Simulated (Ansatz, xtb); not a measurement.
## Isomers of C2H3S+ in order of energy

4 gas-phase structures of C2H3S+, found in a search over its isomers (lower ones may exist). Each was relaxed with GFN2-xTB:

A. `C=C=[SH+]`, a singlet
B. `CC#[S+]`, a singlet
C. `C1=C[SH+]1`, a singlet
D. `C1=[S+]C1`, a singlet

Task: Estimate their order in r2SCAN-D4/def2-SVP energy at these geometries, lowest first.

Result: Calculated order at r2SCAN-D4/def2-SVP: B (0.0), A (26.1), D (29.7), C (39.6) kcal/mol.

Energies above the lowest of each column, in kcal/mol; the last columns are at BLYP-D3(BJ)/def2-SVP geometries and were run for some of them only (a dash: not run or not comparable):

```tsv
structure	GFN2-xTB	HF/STO-3G	r2SCAN-D4/def2-SVP	BLYP-D3(BJ)/def2-SVP	CCSD(T)/def2-TZVPP
B	0.0	0.0	0.0	0.0	0.0
A	21.6	32.0	26.1	24.4	27.1
D	26.5	33.7	29.7	30.0	28.0
C	37.9	49.1	39.6	–	–
```

Every level run on B puts it lowest or level with the lowest. Frequencies (BLYP-D3(BJ)/def2-SVP) were run for A, B, D alone. Large T1 diagnostics make some coupled-cluster values less sure.

Over these structures GFN2-xTB departs from r2SCAN-D4/def2-SVP by 1.5 kcal/mol on average once a common shift is removed. A GFN2-xTB relaxation took about 0.15 s and the r2SCAN-D4/def2-SVP energy about 2.1 s on a shared host (Ansatz 0.2.0, xtb 6.7.1).
